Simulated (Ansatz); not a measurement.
# H7NSSi: the cost of one run

All numbers below are computed with Ansatz 0.2.0 (UKS PBE0/def2-SVP).

1 further run of the same task is left out (it didn't finish).

## Step 1: Starting point

Bond lengths: Si1–S2 2.523 Å, Si1–H3 1.457 Å, Si1–H4 1.487 Å, Si1–H5 1.462 Å, Si1–N7 2.127 Å, S2–H8 1.325 Å, N7–H9 1.011 Å, N7–H10 1.011 Å. Angles: Si1–S2–H8 93.2°, S2–Si1–H3 107.7°, S2–Si1–H4 89.4°, S2–Si1–H5 108.6°, S2–Si1–N7 75.6°, H3–Si1–H4 101.3°, H3–Si1–H5 137.6°, H3–Si1–N7 84.7°, H4–Si1–H5 100.2°, H4–Si1–N7 165.0°, H5–Si1–N7 83.8°, Si1–N7–H9 120.5°, Si1–N7–H10 120.0°, H9–N7–H10 109.5°.

As a file:

```xyz
10

Si   -0.6982   -0.7894    0.2846
S     1.7158   -0.3699    0.8879
H    -0.7191   -1.5956   -0.9293
H    -0.7624   -1.8417    1.3331
H    -1.5203    0.2470    0.9068
H     1.1028    0.6809   -0.4301
N    -0.0955    0.7878   -1.0096
H     1.4061    0.5277    1.8124
H     0.0073    0.6263   -2.0019
H    -0.4364    1.7270   -0.8539
```

## Step 2: A restrained relaxation towards end A

Springs on the bonds that form and break draw the guess towards this end; the thresholds are loose.

Input file input.yaml:

```yaml
crystal:
  periodic: [false, false, false]
  atoms:
    - { symbol: Si, position_ang: [-0.6982, -0.7894, 0.2846] }
    - { symbol: S, position_ang: [1.7158, -0.3699, 0.8879] }
    - { symbol: H, position_ang: [-0.7191, -1.5956, -0.9293] }
    - { symbol: H, position_ang: [-0.7624, -1.8417, 1.3331] }
    - { symbol: H, position_ang: [-1.5203, 0.247, 0.9068] }
    - { symbol: H, position_ang: [1.1028, 0.6809, -0.4301] }
    - { symbol: "N", position_ang: [-0.0955, 0.7878, -1.0096] }
    - { symbol: H, position_ang: [1.4061, 0.5277, 1.8124] }
    - { symbol: H, position_ang: [0.0073, 0.6263, -2.0019] }
    - { symbol: H, position_ang: [-0.4364, 1.727, -0.8539] }
magnetization:
  spin_polarized: true
basis:
  gaussian: { orbitals: def2-SVP }
hamiltonian:
  xc: pbe0
relax:
  f_tol: 0.15
  max_steps: 25
  restrain:
    - { distance: [0, 6], at: 3.12, k: 30.0 }
    - { distance: [5, 1], at: 2.66, k: 30.0 }
    - { distance: [0, 1], at: 2.16, k: 30.0 }
    - { distance: [5, 6], at: 1.02, k: 30.0 }
output:
  orbitals: {}
```

Run with:

```sh
ansatz run input.yaml --threads 2 --pin off --max-ram 3072MiB --backend cpu --events-out ev --progress --plain --runs-dir out
```

What time and memory should one allow on 2 threads of Intel Xeon Platinum 8488C (Sapphire Rapids), shared host?

About 22 s, with a peak of 0.24 GiB.
